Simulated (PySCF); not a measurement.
# CClO+ (SMILES [O+]#CCl): wB97X-V/STO-3G

What is the vertical singlet–triplet gap of CClO+ at wB97X-V/STO-3G? The job is set up through a Python script.

The calculation is run with PySCF 2.14.0.

11 further runs of the same task are left out: 5 that didn't finish, 6 set aside as unsound or not needed.

### 1 Starting point

CClO+ has 3 atoms, charge +1, and is taken as a singlet. SMILES: `[O+]#CCl`. Geometry: relaxed at GFN2-xTB.

Bond lengths: O1–C2 1.122 Å, C2–Cl3 1.528 Å. Angles: O1–C2–Cl3 179.7°.

### 2 A single-point energy at wB97X-V/STO-3G

run.py reads:

```python
from pyscf import gto, dft

mol = gto.M(
    atom='''
O     -1.280006     1.942468    -0.483543
C     -0.140898     0.206925    -0.053989
Cl     1.420904    -2.149393     0.537533
''',
    verbose=3,
    unit='bohr',
    spin=0,
    charge=1,
    max_memory=1860,
    basis='sto-3g',
)

mf = dft.RKS(mol, xc='wb97x-v')
mf.conv_tol = 1e-10
mf.nlcgrids.level = 1
mf.grids.level = 5
mf.kernel()
if not mf.converged:
    mf = mf.newton().run(mf.mo_coeff, mf.mo_occ)

etot = mf.e_tot
print('Final energy', etot)
```

Launch:

```bash
OMP_NUM_THREADS=1 python run.py
```

What it wrote:

```text
converged SCF energy = -566.552055865856
Final energy -566.5520558658565
```

Run time: 11 s. Hardware: 1 thread of Arm Neoverse V1, shared host; peak memory 0.19 GiB.

### 3 The triplet

calc.py reads:

```python
from pyscf import gto, dft

system = gto.M(
    atom=[
    ('O', (-0.677350, 1.027910, -0.255880)),
    ('C', (-0.074560, 0.109500, -0.028570)),
    ('Cl', (0.751910, -1.137410, 0.284450)),
],
    spin=2,
    max_memory=1860,
    charge=1,
    basis='sto-3g',
    verbose=3,
)

ks = dft.UKS(system, xc='wb97x-v')
ks.conv_tol = 1e-10
ks.nlcgrids.level = 1
ks.grids.level = 5
ks.kernel()
if not ks.converged:
    ks = ks.newton().run(ks.mo_coeff, ks.mo_occ)

etot = ks.e_tot
print('E = %.10f Eh' % etot)
```

Launch:

```bash
OMP_NUM_THREADS=1 python calc.py
```

What it wrote:

```text
WARN: HOMO 0.0778173930953082 >= LUMO -0.441321163905531

converged SCF energy = -566.281185822521  <S^2> = 2.0018044  2S+1 = 3.0012027
E = -566.2811858225 Eh
```

It took 18 s on 1 thread of Arm Neoverse V1, shared host; peak memory 0.2 GiB.

### 4 Outcome

At wB97X-V/STO-3G:

```
                                        quantity          value
                           singlet: total energy  -566.55206 Eh
                            singlet: HOMO energy      -21.02 eV
                            singlet: LUMO energy       -5.98 eV
                          singlet: HOMO–LUMO gap       15.04 eV
                           triplet: total energy  -566.28119 Eh
     triplet: HOMO energy (highest over α and β)      -14.21 eV
      triplet: LUMO energy (lowest over α and β)      -13.32 eV
                                   triplet: ⟨S²⟩          2.002
vertical energy of the triplet above the singlet       7.371 eV
```

**Reading.** At this shape the triplet lies 7.37 eV (170 kcal/mol) above the singlet. In a minimal basis such a difference can be off by several eV, whatever the method. Mulliken charges (singlet) run from +0.13 on O1 to +0.45 on Cl3; they depend strongly on the basis.
